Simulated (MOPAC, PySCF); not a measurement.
H₂O, SMILES `O`, neutral singlet in the gas phase. 

Cartesian coordinates (Å):
```xyz
3

O     -0.0031     0.3989     0.0000
H     -0.7525    -0.2052     0.0000
H      0.7555    -0.1936     0.0000
```
Charge 0, multiplicity 1.

All levels are single points at this geometry (PBE0-D4/def2-SVP); Pople sets use spherical d functions. Orbital energies aren't observables, and empty levels follow the basis.

B3LYP/6-31G* in PySCF gives HOMO (eV) = -7.92.

**Question.** Estimate the HOMO (eV) from each of these levels: B3LYP-D3(BJ)/def2-TZVP in PySCF; PBE-D3(BJ)/def2-TZVP in PySCF; PBE0-D4/def2-TZVP in PySCF; B3LYP/3-21G in PySCF; B3LYP/6-311+G** in PySCF; BP86/6-31G* in PySCF; M06-2X/6-31G* in PySCF; HF/3-21G in PySCF; AM1 in MOPAC; PM3 in MOPAC; PM6 in MOPAC; PM7 in MOPAC.

**Answer.** 
```csv
level,HOMO (eV)
B3LYP-D3(BJ)/def2-TZVP in PySCF,-8.62
PBE-D3(BJ)/def2-TZVP in PySCF,-6.98
PBE0-D4/def2-TZVP in PySCF,-8.90
B3LYP/3-21G in PySCF,-7.04
B3LYP/6-311+G** in PySCF,-8.80
BP86/6-31G* in PySCF,-6.32
M06-2X/6-31G* in PySCF,-10.22
HF/3-21G in PySCF,-13.07
AM1 in MOPAC,-12.46
PM3 in MOPAC,-12.34
PM6 in MOPAC,-11.79
PM7 in MOPAC,-12.06
```
